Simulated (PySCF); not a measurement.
A GIAO shielding run with PySCF (density fitting, non-relativistic, gas phase) on SMILES O[SiH2][PH3+], [H$_{6}$OPSi]+:

```
$ OMP_NUM_THREADS=1 python probes_run.py task.json out

{"job": {"kind": "nmr", "xc": "PBE0", "basis": "pcSseg-1"}, "charge": 1, "multiplicity": 1}
O     -1.440726     0.905594    -0.391877
Si    -0.977191    -0.482037     0.247682
P      1.305894     0.033662     0.052279
H     -2.308105     1.264085    -0.574066
H     -1.143799    -1.648908    -0.604955
H     -1.181476    -0.610170     1.682402
H      1.722271     1.230536     0.590382
H      1.822867     0.144193    -1.218939
H      2.213826    -0.830962     0.619152
```

Hardware: 1 thread of an Arm Neoverse N1, shared host. The job also computes population analyses, field gradients.

**Question.** How large is the calculation?

**Answer.** 42 electrons, 95 basis functions and 543 auxiliary functions.

**Question.** How long does it take, and how much memory does it need?

**Answer.** 13 s of wall time, with 11 SCF cycles and 4 response iterations; peak memory 0.41 GiB. Times on a shared host scatter by some tens of per cent.
